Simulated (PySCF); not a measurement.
**Relaxing a trial structure of BH3Si**

The starting geometry of this gas-phase singlet was optimised with GFN2-xTB; its bonds are those of `B[SiH]`.

```xyz
5

B     0.2116   -0.2234   -1.5373
Si    0.1485   -1.3722   -0.1160
H     0.3632   -2.0081    1.1861
H    -0.6349    0.5843   -1.6677
H     0.9464   -0.4453   -2.4299
```

Question: Predict what becomes of its bonds when it is optimised with BLYP-D3(BJ)/def2-SVP.

Answer: New bonds form, giving a structure with H3 bridging Si2 and B1, H5 bridging B1 and Si2, given below by its coordinates. Distances that change by over a tenth: B1–H5 (1.18 → 1.33 Å), Si2–H3 (1.46 → 1.76 Å). Contacts that close: B1–H3 (3.26 → 1.33 Å), Si2–H5 (2.62 → 1.76 Å).

The energy falls by 1.29 eV over 66 steps:

```csv
step,E − E(last) (eV)
1,1.287
8,0.433
15,0.294
23,0.293
30,0.239
37,0.198
44,0.133
52,0.004
59,0.001
66,0.000
```

Final geometry (Å):

```xyz
5

B    -0.0726   -0.4027   -1.0755
Si   -0.0954   -2.1924   -0.6182
H     0.3832   -0.6754    0.1431
H    -0.1421    0.7530   -1.3963
H     0.8712   -1.1413   -1.6515
```

The end wasn't checked by frequencies. Run with PySCF 2.14.0, 70 s on 2 threads of Arm Neoverse V2, on a shared host.
